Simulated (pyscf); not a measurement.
# Routes from O=Si: [singlet] + HF

Candidate steps break at most two bonds and form at most two. Each was searched with GFN2-xTB (tblite) first. Single points on ωB97X-D3(BJ)/def2-SVP structures (PySCF, gas phase). Correlated levels are frozen-core, on RHF or UHF. ΔMP2 is the change of the MP2 total energy from the triple- to the quadruple-zeta basis. Energies: CCSD(T)/def2-TZVPP + ΔMP2(QZVPP), eV, from the separated reactants, singlet surface.

```csv
products,type,ΔE‡,ΔE,ΔG‡ 298 K,ΔG‡ 900 K,ν‡ (cm⁻¹)
HO–Si:–F [singlet],addition across a multiple bond or ene-type step,0.04,-2.06,0.37,1.18,558i
O=SiH–F,insertion,1.67,-1.48,1.93,2.67,1525i
```

Row 1: On the reactant side the descent ends in a bound adduct, 0.37 eV under the separated species and 0.20 eV under the saddle at ωB97X-D3(BJ)/def2-TZVP. 

Plain bond fissions and candidates not yet searched are not listed, and one of them may be faster. Each barrier is that of the saddle found; lower ones may exist. The CCSD(T) − MP2 part came from Ansatz, without density fitting, on the same reference.
